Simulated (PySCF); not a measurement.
# Working with the constants of OH⁺

UHF-CCSD(T) constants of OH⁺, ³Σ⁻ (triplet), unpaired electrons π ↑↑ (H def2-SVPD, O def2-SVPD; no relativity (PySCF 2.14); masses 1.0078 and 15.9949 u):

* ωe: 3109.3 cm⁻¹
* ωexe: 83.9 cm⁻¹
* Be: 16.59 cm⁻¹
* αe: 0.750 cm⁻¹
* D (centrifugal): 0.00189 cm⁻¹
* De to H⁺ + O: 5.24 eV

Problem. Give the vibrational terms G(v) and spacings up to v = 4.

Solution. G(v) = ωe(v+½) − ωexe(v+½)².

```json
{"v": "0", "G(v) (cm⁻¹)": "1534", "G(v) − G(v−1)": "", "Bv (cm⁻¹)": "16.21"}
{"v": "1", "G(v) (cm⁻¹)": "4475", "G(v) − G(v−1)": "2942", "Bv (cm⁻¹)": "15.46"}
{"v": "2", "G(v) (cm⁻¹)": "7249", "G(v) − G(v−1)": "2774", "Bv (cm⁻¹)": "14.71"}
{"v": "3", "G(v) (cm⁻¹)": "9855", "G(v) − G(v−1)": "2606", "Bv (cm⁻¹)": "13.96"}
{"v": "4", "G(v) (cm⁻¹)": "12293", "G(v) − G(v−1)": "2438", "Bv (cm⁻¹)": "13.21"}
```

Problem. How well does the Morse estimate ωe²/(4ωexe) reproduce De, and what is D0?

Solution. It gives 3.57 eV, 68 % of the computed De. D0 = De − G(0) = 5.24 − 0.19 = 5.05 eV.

Correlated steps freeze 1 core orbital. Correlated levels converge slowly with the basis: in double zeta they bind strong bonds too weakly, by up to about 1 eV, and carry superposition errors of some tenths. For an ion De counts to the pair picked by the measured ionisation energies or electron affinities, which need not be the lowest pair at this level. The state is the lowest determinant that a PBE0 search found; another state may lie lower at other levels.
